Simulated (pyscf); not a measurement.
AsH₃ + HO–GeH₃ → H₃Ge–AsH₂ + water (H₂O) (four-centre exchange; singlet surface; As–H, Ge–O broken, As–Ge, H–O formed). Single points on ωB97X-D3(BJ)/def2-SVP structures (PySCF, gas phase). Energies in kcal/mol from the separated reactants.

| level | barrier | reaction energy |
|---|---|---|
| ωB97X-D3(BJ)/def2-TZVP | 36.0 | -6.7 |
| PBE/def2-TZVP | 30.4 | -4.7 |
| B3LYP-D3(BJ)/def2-TZVP | ? | -3.6 |
| M06-2X/def2-TZVP | 35.6 | -0.7 |
| ωB97M-D3(BJ)/def2-TZVP | 36.9 | -3.0 |
| HF/def2-TZVP | ? | ? |

Problem. Complete the blanks.

Solution. 
- B3LYP-D3(BJ)/def2-TZVP, barrier: 35.1
- HF/def2-TZVP, barrier: 55.2
- HF/def2-TZVP, reaction energy: +0.9

The functionals in the table span 6.6 kcal/mol in this barrier, from PBE to ωB97M-D3(BJ)/def2-TZVP. This is the saddle that the search found; another between the same sides may lie lower. Elements up to Kr have no core potential and no relativistic terms here.
